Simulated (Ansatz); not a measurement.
## Basis or method: atomization of HBN

HBN, doublet; coordinates (Å): B 0.000 0.000 0.044; N 0.000 0.000 -1.262; H 0.000 0.000 1.218. Quantity: atomization.

Ansatz 0.2.0, basis 6-31G or cc-pVDZ; geometries are PBE0/def2-TZVP minima. Wave-function levels freeze the cores; HF, MP2 and coupled cluster are restricted for singlets and unrestricted otherwise, atoms included (their steps beyond CCSDT(Q) come from restricted open-shell runs), Kohn–Sham unrestricted where that lies lower. MRCISD+Q stands on CASSCF in the full valence space, and MRCISD+Q is size-consistent only roughly. The reference is CCSDTQ or full CI (coupled cluster only where its series has nearly closed). Semilocal and hybrid functionals correlate all electrons outside any core potential and usually lie nearer their basis limit than the reference, so part of their error here is the reference's basis and frozen-core error; RPA and the MP2 part of double hybrids freeze the same cores as the reference. None of these values is a measured one. Energies are electronic, without zero-point terms. No spin–orbit coupling and no scalar relativity. The species are chosen: bound, without strong static correlation by their natural occupations or amplitudes, in their lowest spin state as far as vertical gaps and like structures tell, and with a ladder that closes on the reference, so errors are smaller than for species at large; levels whose determinant breaks symmetry or spin markedly are left out.

```tsv
level	6-31G (kcal/mol)	cc-pVDZ (kcal/mol)
reference	173.0 (full CI)	192.2 (CCSDTQ)
CCSD	169.8	187.7
CCSD(T)	172.3	191.5
MRCISD+Q	172.7	191.0
PBE	218.2	226.3
PBE0	205.5	216.1
wB97M-V	209.1	219.8
RPA-PBE	163.8	188.6
```

From 6-31G to cc-pVDZ the reference moves by 19.2 kcal/mol and PBE by 8.1; the step from CCSD(T) to the reference is 0.8 in the first and 0.7 in the last.
